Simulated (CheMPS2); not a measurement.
**DMRG/ANO-RCC-MB run of [BPH5]− (SMILES [BH3-]P)**

Aim: the vertical singlet–triplet gap of [BPH5]− at DMRG/ANO-RCC-MB, from 2 runs. 

Program for the calculation: CheMPS2 1.8.12.

6 further runs of the same task are left out: 1 that didn't finish, 5 set aside as unsound or not needed.

## (1) The structure to begin with

[BPH5]− has 7 atoms, charge -1, and is taken as a singlet. SMILES: `[BH3-]P`. Geometry: relaxed at GFN2-xTB.

Bond lengths: B1–P2 1.992 Å, B1–H3 1.212 Å, B1–H4 1.212 Å, B1–H5 1.210 Å, P2–H6 1.385 Å, P2–H7 1.385 Å. Angles: B1–P2–H6 99.5°, B1–P2–H7 99.7°, P2–B1–H3 106.1°, P2–B1–H4 106.1°, P2–B1–H5 108.9°, H6–P2–H7 90.6°, H3–B1–H4 110.9°, H3–B1–H5 112.3°, H4–B1–H5 112.2°.

## (2) A single-point energy at DMRG/ANO-RCC-MB

The input, integrals.py:

```python
from pyscf import ao2mo, cc, dft, gto, mcscf, mp, scf
from pyscf.tools import fcidump

geom = "mol.xyz"
mol = gto.M(
    atom=geom,
    basis="ano-rcc-mb",
    charge=-1,
    verbose=3,
)
print("basis functions          = %d" % (mol.nao))
mf = scf.RHF(mol)
mf.conv_tol = 1e-10
mf.max_cycle = 200
mf.kernel()
if not mf.converged:
    mf = mf.newton().run(mf.mo_coeff, mf.mo_occ)
print(f"SCF energy               = {mf.e_tot:.10f}")
ref = mf
pt = mp.MP2(ref, frozen=6).run()
mycc = cc.CCSD(ref, frozen=6)
mycc.max_cycle = 150
mycc.kernel()
print("E(MP2)                   = %.10f" % (pt.e_tot))
if mycc.converged:
    print("CCSD total energy        = %.10f" % (mycc.e_tot))
    print(f"E(CCSD(T))               = {mycc.e_tot + mycc.ccsd_t():.10f}")
    print("T1 diagnostic            = %.4f" % (mycc.get_t1_diagnostic()))
ks = dft.RKS(mol, xc="pbe0").set(conv_tol=1e-9, verbose=3).run()
if ks.converged:
    print(f"E(PBE0)                  = {ks.e_tot:.8f}")
ks = dft.RKS(mol, xc="tpss").set(conv_tol=1e-9, verbose=3).run()
if ks.converged:
    print("E(TPSS)                  = %.8f" % (ks.e_tot))
ks = dft.RKS(mol, xc="m062x").set(conv_tol=1e-9, verbose=3).run()
if ks.converged:
    print("E(M06-2X)                = %.8f" % (ks.e_tot))
ks = dft.RKS(mol, xc="hse06").set(conv_tol=1e-9, verbose=3).run()
if ks.converged:
    print(f"E(HSE06)                 = {ks.e_tot:.8f}")
ks = dft.RKS(mol, xc="wb97x").set(conv_tol=1e-9, verbose=3).run()
if ks.converged:
    print(f"E(wB97X)                 = {ks.e_tot:.8f}")
occ_no, mo = mcscf.addons.make_natural_orbitals(cc.CCSD(mf, frozen=6).run())
mf.mo_coeff = mo
cas = mcscf.CASCI(mf, 13, 14)
h1, ecore = cas.get_h1eff()
fcidump.from_integrals("FCIDUMP", h1, cas.get_h2eff(), 13, 14, nuc=ecore, ms=0)
```

The input, dmrg.input:

```
FCIDUMP = FCIDUMP
GROUP = 0
MULTIPLICITY = 1
NELECTRONS = 14
IRREP = 0
EXCITATION = 0
SWEEP_STATES = 37, 75, 150, 150
SWEEP_ENERGY_CONV = 1e-04, 1e-04, 1e-04, 1e-06
SWEEP_MAX_SWEEPS = 4, 4, 3, 6
SWEEP_NOISE_PREFAC = 0.05, 0.05, 0.005, 0.0
SWEEP_DVDSON_RTOL = 3e-05, 3e-05, 3e-05, 3e-06
NOCC = 0
NACT = 13
NVIR = 0
MOLCAS_FIEDLER = TRUE
PRINT_CORR = TRUE
TMP_FOLDER = .
```

Run with:

```console
$ python integrals.py && chemps2 --file=dmrg.input
```

Log:

```text
$ python integrals.py
basis functions          = 19
converged SCF energy = -368.031703672795
SCF energy               = -368.0317036728
E(RMP2) = -368.095136342589  E_corr = -0.0634326697935506
E(SCS-RMP2) = -368.105707159159  E_corr = -0.0740034863637754
E(CCSD) = -368.123983754193  E_corr = -0.09228008139798451
E(MP2)                   = -368.0951363426
CCSD total energy        = -368.1239837542
CCSD(T) correction = -0.000446968716297793
E(CCSD(T))               = -368.1244307229
T1 diagnostic            = 0.0046
converged SCF energy = -368.7873367864
E(PBE0)                  = -368.78733679
converged SCF energy = -368.999050538385
E(TPSS)                  = -368.99905054
converged SCF energy = -368.927203984554
E(M06-2X)                = -368.92720398
converged SCF energy = -368.805985774296
E(HSE06)                 = -368.80598577
converged SCF energy = -368.949351867958
E(wB97X)                 = -368.94935187
E(CCSD) = -368.123983754193  E_corr = -0.09228008139798451

$ chemps2 --file=dmrg.input

Running chemps2 version 1.8.12 () with the following options:

   FCIDUMP            = FCIDUMP
   GROUP              = c1
   MULTIPLICITY       = 1
   NELECTRONS         = 14
   IRREP              = A
   EXCITATION         = 0
   SWEEP_STATES       = [ 37 ; 75 ; 150 ; 150 ]
   SWEEP_ENERGY_CONV  = [ 0.0001 ; 0.0001 ; 0.0001 ; 1e-06 ]
   SWEEP_MAX_SWEEPS   = [ 4 ; 4 ; 3 ; 6 ]
   SWEEP_NOISE_PREFAC = [ 0.05 ; 0.05 ; 0.005 ; 0 ]
   SWEEP_DVDSON_RTOL  = [ 3e-05 ; 3e-05 ; 3e-05 ; 3e-06 ]
   NOCC               = [ 0 ]
   NACT               = [ 13 ]
   NVIR               = [ 0 ]
   MOLCAS_2RDM        =
   MOLCAS_3RDM        =
   MOLCAS_F4RDM       =
   MOLCAS_FOCK        =
   MOLCAS_FIEDLER     = TRUE
   MOLCAS_MPS         = FALSE
   MOLCAS_STATE_AVG   = FALSE
   PRINT_CORR         = TRUE
   TMP_FOLDER         = .

[... 33 lines left out ...]
***     Minimum energy           = -368.09621265654
[... 28 lines left out ...]
***     Maximum discarded weight = 4.3014412104667e-05
[... 13 lines left out ...]
***     Minimum energy           = -368.122955990973
[... 8 lines left out ...]
***     Maximum discarded weight = 5.7793968920339e-05
[... 14 lines left out ...]
***     Maximum discarded weight during the last sweep     = 5.75026191627204e-05
[... 12 lines left out ...]
***     Minimum energy           = -368.123968995586
[... 8 lines left out ...]
***     Maximum discarded weight = 2.22806461381303e-05
[... 14 lines left out ...]
***     Maximum discarded weight during the last sweep     = 2.24929911519632e-05
[... 12 lines left out ...]
***     Minimum energy           = -368.124409058624
[... 8 lines left out ...]
***     Maximum discarded weight = 1.01026448474927e-05
[... 14 lines left out ...]
***     Maximum discarded weight during the last sweep     = 1.02982585690193e-05
[... 12 lines left out ...]
***     Minimum energy           = -368.124445845025
[... 8 lines left out ...]
***     Maximum discarded weight = 1.08024418817041e-05
[... 14 lines left out ...]
***     Maximum discarded weight during the last sweep     = 1.08474788843901e-05
[... 69 lines left out ...]
   Columns 9 to 13

   -0.003638   -0.001731   -0.000420   -0.000136   -0.000465
   -0.004796   -0.005077   -0.004058   -0.009114   -0.004400
   -0.005970   -0.007967   -0.004316   -0.006319   -0.004103
[... 9 lines of this table left out ...]
    0.002376    0.002210    0.001789    0.003713    0.024889

--------------------------------------------------------
Singlet diradical correlation function = < d_i,up d_j,down > + < d_i,down d_j,up > - < d_i,up > * < d_j,down > - < d_i,down > * < d_j,up >
Hamiltonian index order is used!

   Columns 1 to 8

   -0.000003    0.000326    0.000511    0.000070    0.000223    0.000689    0.000463    0.000292
    0.000326   -0.000056    0.001571    0.002428    0.003147    0.001956    0.000576    0.000356
    0.000511    0.001571   -0.000091    0.002700    0.001258    0.003559    0.003385    0.001899
[... 9 lines of this table left out ...]
    0.000108    0.001229    0.001459    0.001385    0.001969    0.001178    0.000793    0.001398

   Columns 9 to 13

    0.000293    0.000608    0.000105    0.000057    0.000108
    0.001322    0.001165    0.001163    0.003168    0.001229
    0.001984    0.001882    0.001618    0.001451    0.001459
[... 9 lines of this table left out ...]
    0.002211    0.002094    0.001729    0.003646   -0.000068

--------------------------------------------------------
Two-orbital mutual information = 0.5 * ( s1(i) + s1(j) - s2(i,j) ) * ( 1 - delta(i,j) )
Hamiltonian index order is used!

   Columns 1 to 8

    0           0.000696    0.001295    0.000073    0.000406    0.002502    0.002081    0.005227
    0.000696    0           0.002970    0.005110    0.007824    0.003684    0.000657    0.000565
    0.001295    0.002970    0           0.005379    0.002539    0.008413    0.006990    0.006955
[... 9 lines of this table left out ...]
    0.000308    0.005359    0.004342    0.003827    0.022654    0.002975    0.001919    0.002019

   Columns 9 to 13

    0.004417    0.002132    0.000231    0.000052    0.000308
    0.004422    0.005464    0.005336    0.013624    0.005359
    0.006602    0.009569    0.005010    0.006638    0.004342
[... 9 lines of this table left out ...]
    0.003758    0.004520    0.003349    0.009051    0

--------------------------------------------------------
```

Run time: 48 s. Hardware: 1 thread of Intel Xeon 6975P-C (Granite Rapids), shared host; peak memory 0.2 GiB.

## (3) The triplet: a single-point energy at DMRG/ANO-RCC-MB

The input, prepare.py:

```python
import numpy as np
from pyscf import ao2mo, cc, dft, gto, lo, mcscf, mp, scf
from pyscf.tools import fcidump

mol = gto.M(atom="""
B     -0.506120    -0.519900    -0.363840
P      0.697480     0.300190     0.995330
H     -1.584360    -0.644230     0.174420
H     -0.027360    -1.601150    -0.627340
H     -0.557520     0.205550    -1.330350
H      0.219110     1.599520     0.971100
H      1.758760     0.660030     0.180690
""", basis="ano-rcc-mb", charge=-1, spin=2, verbose=3)
print("nao = %d" % (mol.nao))
mf = scf.ROHF(mol)
mf.conv_tol = 1e-10
mf.max_cycle = 200
mf.kernel()
if not mf.converged:
    mf = mf.newton().run(mf.mo_coeff, mf.mo_occ)
print("SCF energy = %.10f" % (mf.e_tot))
ref = scf.UHF(mol).run(mf.make_rdm1(), conv_tol=1e-10)
pt = mp.MP2(ref, frozen=6).run()
mycc = cc.CCSD(ref, frozen=6)
mycc.max_cycle = 150
mycc.kernel()
print("E(MP2) = %.10f" % (pt.e_tot))
if mycc.converged:
    print("E(CCSD) = %.10f" % (mycc.e_tot))
    print(f"E(CCSD(T)) = {mycc.e_tot + mycc.ccsd_t():.10f}")
ks = dft.UKS(mol, xc="pbe0").set(conv_tol=1e-9, verbose=3).run(mf.make_rdm1())
if ks.converged:
    print("E(PBE0) = %.8f" % (ks.e_tot))
ks = dft.UKS(mol, xc="tpss").set(conv_tol=1e-9, verbose=3).run(mf.make_rdm1())
if ks.converged:
    print("E(TPSS) = %.8f" % (ks.e_tot))
ks = dft.UKS(mol, xc="m062x").set(conv_tol=1e-9, verbose=3).run(mf.make_rdm1())
if ks.converged:
    print(f"E(M06-2X) = {ks.e_tot:.8f}")
ks = dft.UKS(mol, xc="hse06").set(conv_tol=1e-9, verbose=3).run(mf.make_rdm1())
if ks.converged:
    print(f"E(HSE06) = {ks.e_tot:.8f}")
ks = dft.UKS(mol, xc="wb97x").set(conv_tol=1e-9, verbose=3).run(mf.make_rdm1())
if ks.converged:
    print(f"E(wB97X) = {ks.e_tot:.8f}")
mo = mf.mo_coeff.copy()
for a, b in ((6, 12), (14, 19)):
    if b - a > 1:
        mo[:, a:b] = lo.PM(mol, mo[:, a:b]).kernel()
mf.mo_coeff = mo
cas = mcscf.CASCI(mf, 13, 14)
h1, ecore = cas.get_h1eff()
fcidump.from_integrals("FCIDUMP", h1, cas.get_h2eff(), 13, 14, nuc=ecore, ms=2)
ci = mcscf.CASCI(mf, 13, (8, 6))
ci.fix_spin_(ss=2)
ci.fcisolver.conv_tol = 1e-10
ci.fcisolver.max_cycle = 200
ci.kernel()
print("exact diagonalisation = %.10f" % (ci.e_tot))
```

The input, chemps2.input:

```
FCIDUMP = FCIDUMP
GROUP = 0
MULTIPLICITY = 3
NELECTRONS = 14
IRREP = 0
EXCITATION = 0
SWEEP_STATES = 37, 75, 150, 150
SWEEP_ENERGY_CONV = 1e-04, 1e-04, 1e-04, 1e-06
SWEEP_MAX_SWEEPS = 3, 4, 4, 6
SWEEP_NOISE_PREFAC = 0.05, 0.05, 0.005, 0.0
SWEEP_DVDSON_RTOL = 3e-05, 3e-05, 3e-05, 3e-06
NOCC = 0
NACT = 13
NVIR = 0
MOLCAS_FIEDLER = TRUE
PRINT_CORR = FALSE
TMP_FOLDER = .
```

Run with:

```console
$ python prepare.py && chemps2 --file=chemps2.input
```

Log:

```text
$ python prepare.py
nao = 19
converged SCF energy = -367.71188831179
SCF energy = -367.7118883118
converged SCF energy = -367.714801817807  <S^2> = 2.0115797  2S+1 = 3.0077099
E(UMP2) = -367.770670692028  E_corr = -0.0558688742216588
E(SCS-UMP2) = -367.779165807946  E_corr = -0.064363990139696
E(UCCSD) = -367.8006157410449  E_corr = -0.08581392323822092
E(MP2) = -367.7706706920
E(CCSD) = -367.8006157410
UCCSD(T) correction = -0.000727662685807076
E(CCSD(T)) = -367.8013434037

WARN: HOMO 0.266824622315003 >= LUMO 0.0430566664408114

WARN: HOMO 0.270947170240817 >= LUMO 0.054176167631046

WARN: HOMO 0.269957002468883 >= LUMO 0.0511994310587158

WARN: HOMO 0.269683202930376 >= LUMO 0.0505555083861891

WARN: HOMO 0.269951822453529 >= LUMO 0.0508113493021609

WARN: HOMO 0.269927790250576 >= LUMO 0.0508109860010389

WARN: HOMO 0.269934803999433 >= LUMO 0.0508093595116202

WARN: HOMO 0.269932828437677 >= LUMO 0.0508097276627474

WARN: HOMO 0.269931105218591 >= LUMO 0.0508089571500027

WARN: HOMO 0.269931988657379 >= LUMO 0.050809198988585

WARN: HOMO 0.269932039128079 >= LUMO 0.0508092631830493

converged SCF energy = -368.476972851069  <S^2> = 2.0030783  2S+1 = 3.0020515
E(PBE0) = -368.47697285

WARN: HOMO 0.295025501215607 >= LUMO 0.0103021823499956

WARN: HOMO 0.30236549200094 >= LUMO 0.0215627879357683

WARN: HOMO 0.298035103625103 >= LUMO 0.0159303599554649

WARN: HOMO 0.298574091884229 >= LUMO 0.0162404064677757

WARN: HOMO 0.298586613690968 >= LUMO 0.0162677212632506

WARN: HOMO 0.29855961263426 >= LUMO 0.0162728683142959

WARN: HOMO 0.298558106024748 >= LUMO 0.0162820505486533

WARN: HOMO 0.298563687702403 >= LUMO 0.016281374769332

WARN: HOMO 0.298560575597588 >= LUMO 0.0162804152102798

converged SCF energy = -368.696101222524  <S^2> = 2.0027014  2S+1 = 3.0018004
E(TPSS) = -368.69610122

WARN: HOMO 0.233177186587478 >= LUMO 0.0868588157220752

WARN: HOMO 0.235793433290561 >= LUMO 0.0942400225871327

[... 2 lines left out ...]
WARN: HOMO 0.23541305580252 >= LUMO 0.0922213768159156
[... 7 lines left out ...]
WARN: HOMO 0.235748466256796 >= LUMO 0.0923294564176051
[... 7 lines left out ...]
WARN: HOMO 0.235744631882173 >= LUMO 0.0923294206980242
[... 8 lines left out ...]
WARN: HOMO 0.284478181598116 >= LUMO 0.0368022687105307
[... 7 lines left out ...]
WARN: HOMO 0.284407367179432 >= LUMO 0.036528609569589
[... 7 lines left out ...]
converged SCF energy = -368.496138438883  <S^2> = 2.0030482  2S+1 = 3.0020314
[... 8 lines left out ...]
WARN: HOMO 0.183574403537315 >= LUMO 0.124019495893206
[... 7 lines left out ...]
WARN: HOMO 0.183911069551921 >= LUMO 0.12414482022409
[... 7 lines left out ...]
WARN: HOMO 0.183912677773147 >= LUMO 0.124150870091276
[... 70 lines left out ...]
***     Maximum discarded weight = 0
[... 35 lines left out ...]
***     Maximum discarded weight = 1.15584526069478e-05
[... 14 lines left out ...]
***     Maximum discarded weight = 1.37907441048027e-05
[... 20 lines left out ...]
***     Minimum energy           = -367.80153094147
[... 14 lines left out ...]
***     Minimum energy           = -367.801635277737
[... 15 lines left out ...]
***     Maximum discarded weight during the last sweep     = 5.96386326060524e-06
[... 13 lines left out ...]
***     Maximum discarded weight = 1.32776971463679e-06
[... 6 lines left out ...]
***     Minimum energy encountered during the last sweep   = -367.801709140752
***     Maximum discarded weight during the last sweep     = 1.32776971463679e-06
******************************************************************
[... 11 site updates ...]
******************************************************************
***  Information on left sweep 0 of instruction 3:
***     Elapsed wall time        = 3.677356 seconds
***     Minimum energy           = -367.801711797676
***     Maximum discarded weight = 1.49411301602568e-06
******************************************************************
[... 11 site updates ...]
******************************************************************
***  Information on right sweep 0 of instruction 3:
***     Elapsed wall time        = 3.503123 seconds
***     Minimum energy           = -367.801712745769
***     Maximum discarded weight = 1.52814735794924e-06
***     Energy difference with respect to previous leftright sweep = 1.22699958637895e-06
******************************************************************
[... 11 site updates ...]
******************************************************************
***  Information on left sweep 1 of instruction 3:
***     Elapsed wall time        = 3.394328 seconds
***     Minimum energy           = -367.801712812275
***     Maximum discarded weight = 1.53948030719764e-06
******************************************************************
[... 11 site updates ...]
******************************************************************
***  Information on right sweep 1 of instruction 3:
***     Elapsed wall time        = 2.91143 seconds
***     Minimum energy           = -367.801712848795
***     Maximum discarded weight = 1.5503896296573e-06
***     Energy difference with respect to previous leftright sweep = 1.59997739501705e-08
******************************************************************
***  Information on completed instruction 3:
***     The reduced virtual dimension DSU(2)               = 150
***     The total number of reduced MPS variables          = 47588
***     Minimum energy encountered during all instructions = -367.801712848795
***     Minimum energy encountered during the last sweep   = -367.801712848795
***     Maximum discarded weight during the last sweep     = 1.5503896296573e-06
******************************************************************
```

It took 1.8 min on 1 thread of Intel Xeon 6975P-C (Granite Rapids), shared host; peak memory 0.61 GiB.

## (4) Summary of results

At DMRG/ANO-RCC-MB, 6 core orbitals frozen:

| quantity | value |
| --- | --- |
| run 1, DMRG/ANO-RCC-MB: total energy | -368.12445 Eh |
| run 1, DMRG/ANO-RCC-MB: T1 diagnostic of the CCSD step | 0.005 |
| triplet: total energy | -367.80171 Eh |
| vertical energy of the triplet above the singlet | 8.782 eV |

What this shows: At this shape the triplet lies 8.78 eV (203 kcal/mol) above the singlet. For an anion a state so high probably lies above electron detachment. In a minimal basis such a difference can be off by several eV, whatever the method. The basis (run 1, DMRG/ANO-RCC-MB) was made for a relativistic Hamiltonian, but the run is non-relativistic. The basis (triplet) was made for a relativistic Hamiltonian, but the run is non-relativistic.
